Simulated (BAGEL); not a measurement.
**A workflow on SiNH5 (SMILES [SiH3]N)**

Aim: a series of 15 runs (PBE0/def2-SVP, RI-MP2/def2-SVP) of H5NSi. 

The calculation is run with BAGEL 1.2.2.

1 further run of the same task is left out (set aside as unsound or not needed).

## (1) The molecule

SiNH5: 7 atoms, total charge 0, spin state singlet. As SMILES, `[SiH3]N`. One bond was lengthened or shortened from a relaxed shape.

Bond lengths: Si1–N2 1.462 Å, Si1–H3 1.486 Å, Si1–H4 1.486 Å, Si1–H5 1.494 Å, N2–H6 1.007 Å, N2–H7 1.007 Å. Angles: Si1–N2–H6 119.6°, Si1–N2–H7 119.6°, N2–Si1–H3 107.9°, N2–Si1–H4 107.9°, N2–Si1–H5 116.0°, H6–N2–H7 110.7°, H3–Si1–H4 110.5°, H3–Si1–H5 107.3°, H4–Si1–H5 107.3°.

## (2) A single-point energy at PBE0/def2-SVP (density fitting with svp-jkfit) (run 1)

dft.json

```json
{ "bagel": [

{
  "title": "molecule",
  "basis": "svp",
  "df_basis": "svp-jkfit",
  "angstrom": true,
  "geometry": [
    { "atom": "Si", "xyz": [      -0.259298,      -0.196497,      -0.238810 ] },
    { "atom": "N", "xyz": [       0.611760,       0.348670,       0.801280 ] },
    { "atom": "H", "xyz": [       0.135392,      -1.610127,      -0.469790 ] },
    { "atom": "H", "xyz": [      -1.659458,      -0.120887,       0.252480 ] },
    { "atom": "H", "xyz": [      -0.214218,       0.498933,      -1.560430 ] },
    { "atom": "H", "xyz": [       0.391580,       1.238230,       1.219480 ] },
    { "atom": "H", "xyz": [       1.609100,       0.226510,       0.729930 ] }
  ]
},

{
  "title": "ks",
  "xc_func": "pbe0"
},

{
  "title": "print",
  "file": "orbitals.molden",
  "orbitals": true
}

]}
```

Launch:

```
$ BAGEL_NUM_THREADS=1 BAGEL dft.json > dft.out
```

The log of the run:

```text
* using 1 threads per process

  ===============================================================
  ===============================================================

  *** Geometry ***

[... 20 lines left out ...]
    * Removing 11305 points whose weight is below 1.00e-10
[... 2 lines left out ...]
  === Nuclear Repulsion ===
    71.2994854026

       - DIIS with orbital gradients will be used.

  === KS iteration (pbe0 / svp) ===
      0       -329.84729993          0.14818406           0.15
      1       -333.13926101          0.13257107           0.15
      2       -329.59230255          0.18176053           0.15
[... 11 lines of this table left out ...]
     14       -346.87233696          0.00000000           0.15
    * SCF iteration converged.

    * Permanent dipole moment:
           (   -0.619405,    -0.534361,    -0.435986) a.u.

    * METHOD: KS                                   2.62

    * METHOD: PRINT                                0.01

  ===============================================================
```

Wall time 2.8 s (1 thread of Arm Neoverse V1, shared host); peak memory 0.26 GiB.

## (3) Bond 2-1 at 1.720 A: the energy at RI-MP2/def2-SVP (density fitting with svp-jkfit) (run 2)

input.json

```json
{ "bagel" : [

{
  "title" : "molecule",
  "basis" : "svp",
  "df_basis" : "svp-jkfit",
  "angstrom" : "true",
  "geometry" : [
    { "atom" : "Si", "xyz" : [      -0.413004,      -0.292696,      -0.422343 ] },
    { "atom" : "N", "xyz" : [       0.611760,       0.348670,       0.801280 ] },
    { "atom" : "H", "xyz" : [      -0.018314,      -1.706326,      -0.653323 ] },
    { "atom" : "H", "xyz" : [      -1.813164,      -0.217086,       0.068947 ] },
    { "atom" : "H", "xyz" : [      -0.367924,       0.402734,      -1.743963 ] },
    { "atom" : "H", "xyz" : [       0.391580,       1.238230,       1.219480 ] },
    { "atom" : "H", "xyz" : [       1.609100,       0.226510,       0.729930 ] }
  ]
},

{
  "title" : "hf",
  "charge" : 0
},

{
  "title" : "mp2",
  "charge" : 0,
  "ncore" : 6
}

]}
```

Launch:

```
$ BAGEL_NUM_THREADS=1 BAGEL input.json > input.out
```

The log of the run:

```text
* using 1 threads per process

  ===============================================================
  ===============================================================

  *** Geometry ***

[... 31 lines left out ...]
    * SCF iteration converged.
[... 1 line left out ...]
    * Permanent dipole moment:
[... 2 lines left out ...]
    * METHOD: HF                                   0.21

  *** RHF ***

  === Nuclear Repulsion ===
    64.8400617075

      * DIIS with orbital gradients will be used.

  === RHF iteration (svp) ===
      0       -346.17397149          0.00000000           0.01
    * SCF iteration converged.

    * Permanent dipole moment:
           (   -0.365182,    -0.396643,    -0.088451) a.u.

  === DF-MP2 calculation ===

    * freezing 6 orbitals
    * 3-index integral transformation done
    * assembly done

      MP2 correlation energy:   -0.2799651626      0.01

      MP2 total energy:       -346.4539366536

    * METHOD: MP2                                  0.04

  ===============================================================
```

Wall time 0.44 s (1 thread of Arm Neoverse V1, shared host); peak memory 0.14 GiB.

Runs 3 to 14 aren't shown in full; the table further down has their settings and results.

## (4) Bond 2-1 at 4.816 A: the energy at PBE0/def2-SVP (density fitting with svp-jkfit) (run 15)

input.json

```json
{ "bagel" : [

{
  "title" : "molecule",
  "basis" : "svp",
  "df_basis" : "svp-jkfit",
  "angstrom" : true,
  "geometry" : [
    { "atom" : "Si", "xyz" : [      -2.257591,      -1.447163,      -2.624878 ] },
    { "atom" : "N", "xyz" : [       0.611760,       0.348670,       0.801280 ] },
    { "atom" : "H", "xyz" : [      -1.862901,      -2.860793,      -2.855858 ] },
    { "atom" : "H", "xyz" : [      -3.657751,      -1.371553,      -2.133588 ] },
    { "atom" : "H", "xyz" : [      -2.212511,      -0.751733,      -3.946498 ] },
    { "atom" : "H", "xyz" : [       0.391580,       1.238230,       1.219480 ] },
    { "atom" : "H", "xyz" : [       1.609100,       0.226510,       0.729930 ] }
  ]
},

{ "title" : "ks", "xc_func" : "pbe0" },

{ "title" : "print", "file" : "orbitals.molden", "orbitals" : true }

]}
```

Launch:

```
$ BAGEL_NUM_THREADS=1 BAGEL input.json > input.out
```

The log of the run:

```text
* using 1 threads per process

  ===============================================================
  ===============================================================

  *** Geometry ***

[... 20 lines left out ...]
    * Removing 8347 points whose weight is below 1.00e-10
[... 2 lines left out ...]
  === Nuclear Repulsion ===
    39.3199978261

       - DIIS with orbital gradients will be used.

  === KS iteration (pbe0 / svp) ===
      0       -336.53815551          0.08893825           0.17
      1       -342.52208755          0.09720256           0.16
      2       -343.50884614          0.09556886           0.16
[... 18 lines of this table left out ...]
     21       -346.69123885          0.00000000           0.16
    * SCF iteration converged.

    * Permanent dipole moment:
           (   -0.003196,    -0.165569,     0.334579) a.u.

    * METHOD: KS                                   3.94

    * METHOD: PRINT                                0.01

  ===============================================================
```

Run time: 4.2 s. Hardware: 1 thread of Arm Neoverse V1, shared host; peak memory 0.26 GiB.

## (5) Overview of the runs

```tsv
run	level	frozen core orbitals	partner	energy (Eh)	dipole moment (D)	HOMO energy (eV)	LUMO energy (eV)	wall time
1	PBE0/def2-SVP (density fitting with svp-jkfit)	–	bond 2-1 at 1.462 A	-346.872337	2.36	-7.43	1.14	2.8 s
2	RI-MP2/def2-SVP (density fitting with svp-jkfit)	6	bond 2-1 at 1.720 A	-346.453937	–	–	–	0.44 s
3	PBE0/def2-SVP (density fitting with svp-jkfit)	–	bond 2-1 at 1.720 A	-346.933121	1.42	-7.19	1.02	3.6 s
4	RI-MP2/def2-SVP (density fitting with svp-jkfit)	6	bond 2-1 at 1.978 A	-346.432134	–	–	–	0.44 s
5	PBE0/def2-SVP (density fitting with svp-jkfit)	–	bond 2-1 at 1.978 A	-346.911493	0.81	-6.66	0.48	2.8 s
6	RI-MP2/def2-SVP (density fitting with svp-jkfit)	6	bond 2-1 at 2.322 A	-346.372987	–	–	–	0.46 s
7	PBE0/def2-SVP (density fitting with svp-jkfit)	–	bond 2-1 at 2.322 A	-346.853836	1.09	-6.05	-0.91	3.3 s
8	RI-MP2/def2-SVP (density fitting with svp-jkfit)	6	bond 2-1 at 2.752 A	-346.306380	–	–	–	0.46 s
9	PBE0/def2-SVP (density fitting with svp-jkfit)	–	bond 2-1 at 2.752 A	-346.788956	1.55	-5.68	-2.47	3.3 s
10	RI-MP2/def2-SVP (density fitting with svp-jkfit)	6	bond 2-1 at 3.268 A	-346.259637	–	–	–	0.48 s
11	PBE0/def2-SVP (density fitting with svp-jkfit)	–	bond 2-1 at 3.268 A	-346.739484	1.35	-5.65	-3.54	3.6 s
12	RI-MP2/def2-SVP (density fitting with svp-jkfit)	6	bond 2-1 at 3.956 A	-346.249524	–	–	–	0.48 s
13	PBE0/def2-SVP (density fitting with svp-jkfit)	–	bond 2-1 at 3.956 A	-346.707632	1.02	-5.59	-4.19	3.9 s
14	RI-MP2/def2-SVP (density fitting with svp-jkfit)	6	bond 2-1 at 4.816 A	-346.277579	–	–	–	0.56 s
15	PBE0/def2-SVP (density fitting with svp-jkfit)	–	bond 2-1 at 4.816 A	-346.691239	0.95	-5.48	-4.53	4.2 s
```

## (6) What came out

| quantity | value |
| --- | --- |
| bond 2-1 at 4.816 A, run 15: total energy | -346.69124 Eh |
| bond 2-1 at 4.816 A, run 15: dipole moment | 0.95 D |
| bond 2-1 at 4.816 A, run 15: HOMO energy | -5.48 eV |
| bond 2-1 at 4.816 A, run 15: LUMO energy | -4.53 eV |
| bond 2-1 at 4.816 A, run 15: HOMO–LUMO gap | 0.94 eV |

In words: In runs 10, 11, 12, 13, 14, 15 a closed-shell determinant meets a far-stretched bond, which it describes badly. All runs together took 31 s, the longest 4.2 s.
